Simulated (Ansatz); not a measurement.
Two shapes of singlet CH₃N.

Shape 1:

```xyz
5

C    -0.0029   -0.0458   -0.6317
N     0.0249   -0.0982    0.6485
H     0.0352    0.9194    1.0597
H    -0.0159   -0.9979   -1.1867
H    -0.0394    0.8813   -1.2322
```

Shape 2:

```xyz
5

C    -0.0008   -0.0538   -0.5842
N    -0.0025   -0.0770    0.6895
H     0.0057    0.8886    1.0650
H     0.0093   -0.9926   -1.1369
H    -0.0026    0.8638   -1.1980
```

Basis set: cc-pVTZ (spherical functions). Left uncorrelated: 2 orbitals. Charge 0, multiplicity 1.

Computed with Ansatz (development build ahead of 0.2.0); each method stands on the lowest determinant of its kind that the runs found.

(1) Which shape is lower in energy, and by how much in each method?

Results:

(1)

```tsv
method	E(2) − E(1) (eV)
RHF	-0.175
RHF-MP2	-0.108
```

Shape 2 is lower.
